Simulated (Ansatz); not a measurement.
LiF2⁻. Charge -1, multiplicity 1. Geometry r2SCAN-D4/def2-TZVPD.

```xyz
3

Li    0.0000    0.0000    0.0000
F     0.4887   -0.0301   -1.6219
F    -0.4887    0.0301    1.6219
```

The structure comes from a short search, and lower isomers may exist.

**Question.** Estimate the orbital energies around the gap (eV) in Ansatz with HF/def2-TZVPD, PBE-D4/def2-SVPD, BLYP-D4/def2-TZVPD, r2SCANh-D4/def2-TZVPD, PBE0-D4/def2-SVPD.

**Answer.** 
```
orbital  HF/def2-TZVPD  PBE-D4/def2-SVPD  BLYP-D4/def2-TZVPD  r2SCANh-D4/def2-TZVPD  PBE0-D4/def2-SVPD
 HOMO−9        -705.77           -651.51             -651.79                -661.85            -665.09
 HOMO−8         -58.54            -43.02              -43.30                 -45.91             -47.05
 HOMO−7         -32.60            -19.15              -19.54                 -22.29             -22.50
 HOMO−6         -32.50            -19.05              -19.44                 -22.19             -22.39
 HOMO−5          -8.76             -1.75               -1.70                  -2.73              -3.66
 HOMO−4          -8.41             -1.46               -1.42                  -2.44              -3.35
 HOMO−3          -8.16             -1.39               -1.34                  -2.34              -3.21
 HOMO−2          -8.16             -1.39               -1.34                  -2.34              -3.21
 HOMO−1          -8.02             -1.22               -1.18                  -2.19              -3.06
   HOMO          -8.02             -1.22               -1.18                  -2.19              -3.06
   LUMO           4.32              3.30                3.48                   3.96               3.66
 LUMO+1           4.36              4.15                3.62                   4.00               4.49
 LUMO+2           4.36              4.15                3.62                   4.00               4.49
 LUMO+3           5.31              4.25                3.66                   4.29               4.63
 LUMO+4           8.17              6.29                6.34                   7.13               6.87
 LUMO+5           8.95              8.38                6.82                   7.70               9.17
```
